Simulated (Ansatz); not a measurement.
Relaxation of C₃H₄S (8 atoms, charge 0, multiplicity 1), to a largest force component of 0.015 eV/Å in at most 40 steps.

Computed with RKS BHLYP-D4/def2-SVP (Ansatz 0.2.0).

```xyz
8
Properties=species:S:1:pos:R:3
S -0.920 1.523 -0.244
C 0.100 0.261 -0.437
C 0.920 -0.117 0.502
C 0.078 -1.075 0.050
H -0.808 2.105 -1.489
H 1.102 0.418 1.448
H 0.400 -1.864 -0.591
H -0.779 -1.310 0.704
```

**Question.** Where does it end, and by what steps?

**Answer.** It converged. After 9 steps the energy has fallen by 1.791 eV; H5 moved furthest, 0.89 Å.

| step | energy less start (eV) | largest force component (eV/Å) | accepted |
| --- | --- | --- | --- |
| 0 | 0.0000 | 5.789 | yes |
| 1 | -0.9380 | 2.128 | yes |
| 2 | -1.3516 | 1.617 | yes |
| 3 | -1.5458 | 1.226 | yes |
| 4 | -1.6487 | 0.997 | yes |
| 5 | -1.7308 | 1.269 | yes |
| 6 | -1.7738 | 0.478 | yes |
| 7 | -1.7881 | 0.176 | yes |
| 8 | -1.7909 | 0.060 | yes |
| 9 | -1.7912 | 0.012 | yes |

```xyz
8
Properties=species:S:1:pos:R:3
S -0.538 1.989 -0.678
C 0.055 0.535 0.024
C 0.813 -0.057 0.884
C -0.005 -0.954 0.008
H -1.345 1.404 -1.573
H 1.533 -0.012 1.684
H 0.467 -1.501 -0.814
H -0.888 -1.461 0.409
```

Time of the run: 24 s on 1 thread of Arm Neoverse V2, with other jobs on the host, peak memory 0.15 GiB.
